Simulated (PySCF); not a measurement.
## LiSi⁺ from Hartree–Fock to correlated methods

State: ³Π (triplet), unpaired electrons σ ↑, π ↑. Set-up: PySCF, no relativity, basis sets Li 6-31G(d,p), Si 6-31G(d,p). De refers to Li⁺ + Si in their high-spin ground configurations, without counterpoise correction. The functionals are run spin-unrestricted. A positive dipole points towards Si; it is taken about the centre of mass and depends on that origin.

```json
{"Level": "UHF", "Re (Å)": "2.827", "ωe (cm⁻¹)": "265", "De (eV)": "0.69", "μ (D)": "-7.89"}
{"Level": "UHF-MP2", "Re (Å)": "2.783", "ωe (cm⁻¹)": "280", "De (eV)": "0.74", "μ (D)": "n/a"}
{"Level": "UHF-SCS-MP2", "Re (Å)": "2.786", "ωe (cm⁻¹)": "279", "De (eV)": "0.74", "μ (D)": "n/a"}
{"Level": "UHF-CCSD", "Re (Å)": "2.770", "ωe (cm⁻¹)": "285", "De (eV)": "0.76", "μ (D)": "n/a"}
{"Level": "UHF-CCSD(T)", "Re (Å)": "2.768", "ωe (cm⁻¹)": "286", "De (eV)": "0.77", "μ (D)": "n/a"}
{"Level": "PBE", "Re (Å)": "2.823", "ωe (cm⁻¹)": "251", "De (eV)": "0.78", "μ (D)": "-7.58"}
{"Level": "r²SCAN", "Re (Å)": "2.838", "ωe (cm⁻¹)": "251", "De (eV)": "0.69", "μ (D)": "-7.85"}
{"Level": "r²SCANh", "Re (Å)": "2.830", "ωe (cm⁻¹)": "254", "De (eV)": "0.69", "μ (D)": "-7.84"}
{"Level": "PBE0", "Re (Å)": "2.804", "ωe (cm⁻¹)": "261", "De (eV)": "0.75", "μ (D)": "-7.63"}
{"Level": "B97-3", "Re (Å)": "2.816", "ωe (cm⁻¹)": "259", "De (eV)": "0.69", "μ (D)": "-7.76"}
{"Level": "BHandHLYP", "Re (Å)": "2.786", "ωe (cm⁻¹)": "267", "De (eV)": "0.76", "μ (D)": "-7.62"}
```

The bond length runs from 2.768 Å (UHF-CCSD(T)) to 2.838 Å (r²SCAN). De spans 0.69 eV (r²SCAN, meta-GGA) to 0.78 eV (PBE, GGA). Correlation at CCSD(T) changes the Hartree–Fock bond energy by +0.08 eV; the triples alone change it by +0.01 eV.

Correlated steps freeze 5 core orbitals. Correlated levels converge slowly with the basis: in double zeta they bind strong bonds too weakly, by up to about 1 eV, and carry superposition errors of some tenths. For an ion De counts to the pair picked by the measured ionisation energies or electron affinities, which need not be the lowest pair at this level. The state is the lowest determinant that a PBE0 search found; another state may lie lower at other levels.

The whole job (state search and all levels along the bond) took about 0.76 min on 1 thread of Intel Xeon Platinum 8488C (shared host), peak memory 0.38 GiB.
